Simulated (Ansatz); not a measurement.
Basis-set extrapolation for C₄H₄F₂ (`F[C@@H]1C=C[C@@H]1F`) (PBE0-D4/def2-TZVP geometry, frozen core, the Gaussian-basis code of Ansatz). Multiplicity 1, RHF reference.

```json
{"": "HF", "def2-TZVPP": "-352.751608", "def2-QZVPP": "-352.766883"}
{"": "MP2 correlation", "def2-TZVPP": "-1.128711", "def2-QZVPP": "-1.218530"}
{"": "CCSD(T) correlation", "def2-TZVPP": "-1.200133", "def2-QZVPP": "not run"}
```

Energies in hartree. Use E(X) = E(∞) + A·exp(−7.88·√X) for Hartree–Fock and E(X) = E(∞) + B·X^(−2.97) for correlation, with X = 3 and 4, and add CCSD(T) minus MP2 of the smaller set to the MP2 limit.

**Question.** What is the CCSD(T) energy at the basis-set limit?

**Answer.** HF limit: -352.766883 + (-0.015275) × 0.13774 = -352.76899. MP2 limit: -1.218530 + (-0.089819) × 0.74074 = -1.28506. Higher-order term: -1.200133 − (-1.128711) = -0.07142. Total: -354.12547 hartree, 4.73 eV below CCSD(T)/def2-TZVPP.
